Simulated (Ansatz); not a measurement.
[H···H···SiH$_{2}$], singlet in 6-31G: errors against full CI

Geometry: a point of a hydrogen-transfer path between rigid fragments, not a stationary point.

```yaml
atoms:
  - { symbol: H, position_ang: [-2.7163, 0.0549, 0.0000] }
  - { symbol: H, position_ang: [-2.0233, 0.0549, 0.0000] }
  - { symbol: Si, position_ang: [0.1177, 0.0549, 0.0000] }
  - { symbol: H, position_ang: [0.7299, -0.8194, 1.0900] }
  - { symbol: H, position_ang: [0.7299, -0.8194, -1.0900] }
```

Basis 6-31G; Ansatz 0.2.0. Correlated methods freeze the noble-gas cores, which leaves 8 electrons in 16 orbitals. R marks a restricted (for open shells ROHF) determinant, U an unrestricted one. Active spaces: valence = (8e, 8o) chosen from the atoms' valence shells; pair = (2e, 2o) about the gap.

Full CI is exact within this basis and frozen core; it isn't the basis-set limit. The frozen core follows each run's orbitals, which can shift R against U totals by a few meV.

Unrestricted rows (U) aren't spin-pure: their determinants' ⟨S²⟩ exceeds S(S+1) by up to 0.26, so they mix in states of higher spin.

- UHF ⟨S²⟩: 0.257
- T1 diagnostic (RCCSD): 0.0101
- largest doubles amplitude (RCCSD): 0.102

```tsv
level	E − E(RHF) (eV)
UHF	-0.0342
RMP2	-1.7182
RCCSD	-2.4393
RCCSD(T)	-2.4601
```

Question: Estimate how far full CI in 6-31G lies from RCCSD(T). The table doesn't fix it; the size of (T) and the diagnostics are the guide.

Answer: Full CI in 6-31G lies 0.23 kcal/mol below RCCSD(T), which is 47 % of the (T) step (-0.48 kcal/mol). RHF is unstable towards spin polarisation, and the rest is a large part of (T).

The other levels:

```tsv
level	E − E(full CI) (kcal/mol)	share of correlation (%)	wall time
CISD	3.36	94.09	0.33 s
BCCD(T)	0.22	99.61	0.24 s
RCCSDT	0.05	99.91	–
CISDTQ	0.08	99.86	0.72 s
RCCSDT(Q)	0.02	99.97	0.54 s
RCCSDTQ	0.00	100.00	3 s
CASSCF (pair space)	46.87	17.72	–
NEVPT2 (pair space)	14.99	73.69	0.24 s
MRCISD (pair space)	2.25	96.05	–
MRCISD+Q (pair space)	-0.46	100.81	0.36 s
CASSCF (valence space)	16.05	71.83	–
NEVPT2 (valence space)	5.22	90.84	2 s
MRCISD (valence space)	0.58	98.98	–
MRCISD+Q (valence space)	0.33	99.43	2.7 s
```

The correlation energy at full CI, counted from RHF, is -2.470 eV. That run took 4.7 s on 1 thread of Arm Neoverse V1, shared host over 1,656,848 determinants.

Times hold each run's SCF and search for its determinant on a shared host, so for small cases they say little of a method's own cost; they ran on 1 thread of Arm Neoverse V1.

More than 5 meV below full CI, which no variational method can be: MRCISD+Q (pair space).

The full-CI state has the irrep A' of Cs, in the program's axes.

Natural occupations of full CI about the gap: 1.976 1.973 1.962 1.925 0.052 0.040 0.028 0.018 0.008 0.005; effectively unpaired electrons, Σ n²(2−n)², 0.05.
